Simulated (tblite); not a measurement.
Compound: C5H8F (doublet state).
Numbering: `[CH3:1][C@@H:2]1[CH2:3][CH2:4][C:5]1[F:6]` (hydrogens: H7, H8, H9 on C1; H10 on C2; H11, H12 on C3; H13, H14 on C4)

Computed values, GFN2-xTB/tblite, gas phase, harmonic and unscaled. This tight-binding method is rough: wavenumbers can miss measured ones by several per cent, in bad cases by 10 to 20. Open shells enter through the occupations alone, without spin polarisation, and single modes of such species can be off by tens of per cent.

Harmonic wavenumbers (cm⁻¹): 88.4, 194.6, 206.1, 284.3, 397.8, 436.4, 630.9, 780.3, 820.9, 926.1, 932.5, 991.5, 1013.6, 1073.4, 1090.0, 1131.8, 1153.7, 1173.6, 1192.1, 1207.2, 1248.4, 1281.6, 1320.0, 1401.1, 1444.0, 1466.9, 1490.8, 1495.5, 2890.2, 2930.4, 2967.4, 3024.4, 3026.7, 3033.5, 3041.1, 3043.4.

A = 4903, B = 3361, C = 2240 MHz; mass 87.061 u (most abundant isotopes); point group C1, symmetry number 1; spin multiplicity 2.

Problem. What is the zero-point energy?

Solution. Half the sum of the wavenumbers: 25415 cm⁻¹ = 304.03 kJ/mol.

Problem. Give the ideal-gas entropy at 400 K and 1 bar in the rigid-rotor, harmonic-oscillator model (classical rotation).

Solution. Translation 170.67, rotation 114.83, vibration 79.59, spin (R ln 2) 5.76: S = 370.9 J/(mol K).

Problem. And Cp and H(400 K) − H(0)?

Solution. Cp = 134.59 J/(mol K), of which vibrations give 101.33 (their classical limit is 36 R = 299.3); H(400 K) − H(0) = 31.47 kJ/mol without the zero-point energy, 18.16 from vibrations.

Problem. Which modes carry the vibrational entropy at 400 K?

Solution. 88.4 cm⁻¹: 17.88; 194.6 cm⁻¹: 11.45; 206.1 cm⁻¹: 10.99; 284.3 cm⁻¹: 8.48; 397.8 cm⁻¹: 6.01; 436.4 cm⁻¹: 5.37 J/(mol K); the other 30 give 19.41 together.

Problem. How do the functions run with temperature in this model?

Solution. 
```tsv
T (K)	S (J/(mol K))	Cp (J/(mol K))	H − H(0) (kJ/mol)	G − H(0) (kJ/mol)	ln q(vib)
150	280.7	64.7	7.06	-35.04	0.99
250	319.2	89.2	14.70	-65.09	2.16
298.15	336.1	103.4	19.34	-80.86	2.77
600	435.6	185.2	63.74	-197.61	6.96
900	520.7	233.7	127.20	-341.42	11.35
```

q(vib) and H(0) count from the zero-point level.

Problem. What must be added to the electronic energy to get the Gibbs energy at 400 K and 1 bar?

Solution. ZPE + [H(400 K) − H(0)] − T·S = 304.03 + 31.47 − 148.34 = 187.16 kJ/mol.

Hindered rotation and anharmonicity are outside this model. The structure is chiral; the term R ln 2 for an equal mix with its mirror image is left out.

Hardware: an Arm Neoverse V2 with one thread, shared host with 96 logical CPUs at a one-minute load of 70. Cost: 0.23 s wall. This covers the Hessian and the dipole derivatives.
